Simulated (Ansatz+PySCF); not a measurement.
# singlet CF₄: levels of theory in one basis

```json
{"atom": "C", "x (Å)": "0.0000", "y (Å)": "0.0000", "z (Å)": "0.0000"}
{"atom": "F", "x (Å)": "0.6988", "y (Å)": "0.6988", "z (Å)": "0.6988"}
{"atom": "F", "x (Å)": "0.6988", "y (Å)": "-0.6988", "z (Å)": "-0.6988"}
{"atom": "F", "x (Å)": "-0.6988", "y (Å)": "0.6988", "z (Å)": "-0.6988"}
{"atom": "F", "x (Å)": "-0.6988", "y (Å)": "-0.6988", "z (Å)": "0.6988"}
```

Basis set: def2-SVP (spherical functions). Frozen core: 5 orbitals. Charge 0, multiplicity 1.

Computed with Ansatz (development build ahead of 0.2.0); each method stands on the lowest determinant of its kind that the runs found.

```json
{"method": "RHF", "E − E(RHF) (eV)": "0.00", "<S²> of the determinant": "0.00"}
{"method": "RHF-CCSD", "E − E(RHF) (eV)": "-23.06", "<S²> of the determinant": "–"}
{"method": "RHF-CCSD(T)", "E − E(RHF) (eV)": "-23.43", "<S²> of the determinant": "–"}
```

**Question.** What does RHF-MP2 give on the same scale?

**Answer.** -22.72 eV.

**Question.** Is a single determinant a sound starting point here?

**Answer.** By this sign, yes. Unrestricted orbitals gain 0.00 eV and <S²> is 0.00 against 0.00 for a pure state.
